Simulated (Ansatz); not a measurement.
```yaml
crystal:
  periodic: [false, false, false]
  atoms:
    - {symbol: Si, position_ang: [0.755670, 1.026144, -0.589691]}
    - {symbol: Si, position_ang: [-1.360255, -0.334744, -0.096928]}
    - {symbol: S, position_ang: [0.805670, 1.076144, -0.589691]}
basis:
  gaussian: {orbitals: def2-SVPD}
total_charge: 2
hamiltonian: {xc: {name: wB97M-V}}
scf: {omitted_lower_state_checks: [starts]}
output: {forces: true}
```

```sh
$ ansatz run in.yaml --threads 4 --pin off --events-out ev --progress --plain --max-ram 3916MiB
```

It prints (some lines left out):

```
Functional definition: wB97M-V
700 factors; integrals over basis functions are off by at most 3.0e-4 eV
294 factors; integrals over basis functions are off by at most 1.4e-5 eV
mean field evaluation 1: about 3396.1528 eV, gradient 1.7e2 eV
mean field evaluation 2: about 3423.8523 eV, gradient 1.2e2 eV
mean field evaluation 4: about 3377.0812 eV, gradient 6.3e1 eV
mean field evaluation 8: about 3353.2406 eV, gradient 6.2e-1 eV
mean field evaluation 16: about 3352.5976 eV, gradient 6.1e-2 eV
mean field evaluation 32: about 3350.9041 eV, gradient 5.9e-2 eV
a density is far from that of the atoms, so the factors are made again for it
756 factors; integrals over basis functions are off by at most 3.6e-5 eV
298 factors; integrals over basis functions are off by at most 4.0e-6 eV
mean field evaluation 64: about 3350.9033 eV, gradient 1.6e-1 eV
mean field 3350.90316338 eV, 123.1434199304 hartree, gradient 7.0e-8 eV, S^2 0.000000; 0 other end points of the search recorded, 0 dependent functions left out
reference 3350.90312636 eV, 123.1434185700 hartree; 21, 21 occupied and 54, 54 virtual orbitals, 756 factors
Total energy: 3350.90312636 eV, 123.1434185700 hartree
Atom 0 at     0.755670     1.026144    -0.589691 Å, force -422285.351790 -422315.825675   -19.888289 eV/Å
Atom 1 at    -1.360255    -0.334744    -0.096928 Å, force    -3.053153    -1.285346     1.153731 eV/Å
Atom 2 at     0.805670     1.076144    -0.589691 Å, force 422288.404943 422317.111021    18.734558 eV/Å
Dipole moment:    -0.033970    -0.208522    -0.113919 e Å
Checks for a lower state left out: starts
```

In this input one atom was put on top of another. Self-consistency was reached. The result belongs to that input, not to the species as meant.
